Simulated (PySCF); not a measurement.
## Spin states of SiP⁺

Unrestricted PBE0; Si pcseg-1, P pcseg-1; no relativity (PySCF 2.14). Outer shells of the fragments: Si+ 3s2 3p1; P 3s2 3p3.

Followed along the bond (rough minima from three points):

```json
{"2Ms+1": "3", "unpaired": "π ↑↑", "⟨S²⟩ at the start": "2.01", "R at minimum (Å)": "2.24", "Te (eV)": "0.00"}
{"2Ms+1": "1", "unpaired": "π ↑↓", "⟨S²⟩ at the start": "1.01", "R at minimum (Å)": "2.24", "Te (eV)": "0.29"}
{"2Ms+1": "3", "unpaired": "σ ↑, π ↑", "⟨S²⟩ at the start": "2.11", "R at minimum (Å)": "2.09", "Te (eV)": "0.41"}
{"2Ms+1": "1", "unpaired": "σ ↓, π ↑", "⟨S²⟩ at the start": "1.11", "R at minimum (Å)": "2.08", "Te (eV)": "0.59"}
{"2Ms+1": "1", "unpaired": "none", "⟨S²⟩ at the start": "0.00", "R at minimum (Å)": "2.25", "Te (eV)": "1.16"}
```

Solutions found at the starting distance of 2.280 Å, counted from the lowest of them; the search is not exhaustive and high or unbound solutions are not listed, so other states can lie among these:

```tsv
2Ms+1	unpaired	term	E (eV)	⟨S²⟩	⟨Lz²⟩	μ (D)
3	π ↑↑	³Σ⁻	0.00	2.01	0.00	-2.05
1	π ↑↓	mixed	0.29	1.01	2.01	-1.93
3	σ ↑, π ↑	³Π	0.66	2.11	1.00	-2.33
1	σ ↓, π ↑	mixed	0.86	1.11	1.00	-2.49
1	none	mixed	1.15	0.00	2.00	-1.55
5	σ ↑, π ↑↑↑	⁵Π	1.74	6.00	1.00	-1.23
3	σ ↑, π ↑↑↓	mixed	2.33	3.02	3.02	-1.33
3	σ ↓, π ↑↑↑	mixed	2.43	3.04	1.00	-1.01
3	π ↑↑	mixed	3.29	2.01	2.01	1.38
5	π ↑↑↑↑	⁵Σ⁺	5.15	6.11	0.00	-0.23
```

A term symbol is given only where ⟨S²⟩ and ⟨Lz²⟩ are close to those of a pure state; real π, δ and φ orbitals otherwise mix terms. A positive dipole points towards P; it is taken about the centre of mass and depends on that origin.
